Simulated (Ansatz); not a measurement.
Molecule: CHO$_{2}$ (charge -1, singlet). SMILES: O[C-]=O

Atoms: O1, C2, O3, H4. Bonds: O1-C2, O1-H4, C2-O3.

Bond lengths (Å) and angles (degrees) optimised at HF/STO-3G with Ansatz (a first-principles code); PBE/6-31G* with Ansatz; B3LYP/LANL2DZ with Ansatz; MP2/6-31G* with Ansatz, each started from the B3LYP-D3(BJ)/def2-TZVP structure (Ansatz) of the last column. A row stands for all coordinates that are equal there. 6-31G* holds six Cartesian d functions. No wavenumbers were computed at HF/STO-3G, PBE/6-31G*, B3LYP/LANL2DZ, MP2/6-31G*, so these may be saddle points.

| coordinate | HF/STO-3G | PBE/6-31G* | B3LYP/LANL2DZ | MP2/6-31G* | B3LYP-D3(BJ)/def2-TZVP |
|---|---|---|---|---|---|
| O1-C2 | 1.501 | 1.477 | 1.557 | 1.500 | 1.456 |
| O1-H4 | 1.006 | 1.005 | 0.999 | 0.986 | 0.983 |
| C2-O3 | 1.236 | 1.255 | 1.272 | 1.247 | 1.228 |
| O1-C2-O3 | 106.9 | 109.7 | 108.9 | 108.7 | 111.6 |
| C2-O1-H4 | 105.5 | 101.2 | 106.5 | 99.6 | 103.7 |

Mean signed difference of all 3 bond lengths from B3LYP-D3(BJ)/def2-TZVP: HF/STO-3G 0.025 Å, PBE/6-31G* 0.023 Å, B3LYP/LANL2DZ 0.053 Å, MP2/6-31G* 0.022 Å.
